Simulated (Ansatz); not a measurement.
# TiRh3: computed properties

All numbers below come from Ansatz, DFT r2SCAN, scalar-relativistic, plane waves, PAW.

Plane waves to 500 eV, a k mesh through Γ of 12×12×12 on the computed 4-atom cell and Gaussian smearing (0.10 eV); no spin polarisation.

The structure is relaxed at this level of theory with its symmetry kept. Whether it is the stable form of this composition wasn't checked.

```
Ti Rh
1.0
     3.82055    0.00000    0.00000
     0.00000    3.82055    0.00000
     0.00000    0.00000    3.82055
Ti Rh
1 3
Direct
  0.00000 0.00000 0.00000
  0.00000 0.50000 0.50000
  0.50000 0.00000 0.50000
  0.50000 0.50000 0.00000
```

| Quantity | Value |
| --- | --- |
| Space group | Pm-3m (No. 221) |
| Volume per atom | 94.1 bohr³ |
| Formation energy from the elements' standard states (uncorrected) | -0.674 eV/atom |
| Generalised Kohn–Sham band gap | none (metal) |
| Density of states at the Fermi level | 3.22 states/eV per cell |
| Löwdin character within 0.5 eV of the Fermi level | Rh 4d 65 %, Ti 3d 19 %, unprojected 4 % |
| Bulk modulus | 252 GPa |
| Its pressure derivative | 4.8 |
| Bader charges (e) | Ti (1 in the cell) 1.56, Rh (3 in the cell) -0.52 |